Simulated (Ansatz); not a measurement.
Fluorite CdF2 was calculated with r²SCANh (Ansatz, a first-principles code, PAW).

Numerical settings: plane-wave cutoff 520 eV, 8×8×8 k mesh, Fermi–Dirac smearing 0.01 eV, scalar-relativistic PAW data made under PBE.

The cell has the measured lattice: a = b = c = 5.388 Å, α = β = γ = 90.00°.

Q: Estimate the band gap and smallest direct gap on the k points sampled that the calculation returns.

A: 
band gap: 4.83 eV (on the SCF k mesh)
smallest direct gap on the k points sampled: 5.38 eV

Measured, for comparison: band gap 7.8 eV (temperature not stated, not corrected to a static lattice, indirect W–Γ; as tabulated in Cappellini et al. (2013), arXiv:1302.2571).

Note: cell and atoms aren't relaxed at this level (pressure -0.8 GPa).

Spin–orbit coupling is not included.

Static lattice: no zero-point or thermal effects.
